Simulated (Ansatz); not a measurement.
Two shapes of singlet C₄H₆.

Shape 1:

```xyz
10

C     0.0000    0.0000    0.0000
C     0.0000    0.0000    1.4600
C     0.0000    0.0000    2.6700
C     0.0000    0.0000    4.1300
H     0.0000   -1.0275   -0.3639
H    -0.8898    0.5137   -0.3639
H     0.8898    0.5137   -0.3639
H     0.0000   -1.0275    4.4939
H     0.8898    0.5137    4.4939
H    -0.8898    0.5137    4.4939
```

Shape 2:

```xyz
10

C     0.0048   -0.0295    0.0401
C    -0.0302    0.0060    1.4206
C    -0.0466   -0.0060    2.6529
C    -0.0494    0.0074    4.1288
H     0.0412   -1.0488   -0.3826
H    -0.9234    0.4774   -0.3567
H     0.9277    0.5175   -0.3962
H    -0.0498   -1.0241    4.4911
H     0.8942    0.5215    4.4447
H    -0.8583    0.5256    4.5308
```

Basis set: 6-31G* (spherical functions). Frozen core: 4 orbitals. Charge 0, multiplicity 1.

Computed with Ansatz (development build ahead of 0.2.0); each method stands on the lowest determinant of its kind that the runs found.

Q: Which shape is lower in energy, and by how much in each method?

A:

| method | E(2) − E(1) (eV) |
| --- | --- |
| RHF | 0.431 |
| RHF-MP2 | 0.289 |

Shape 1 is lower.
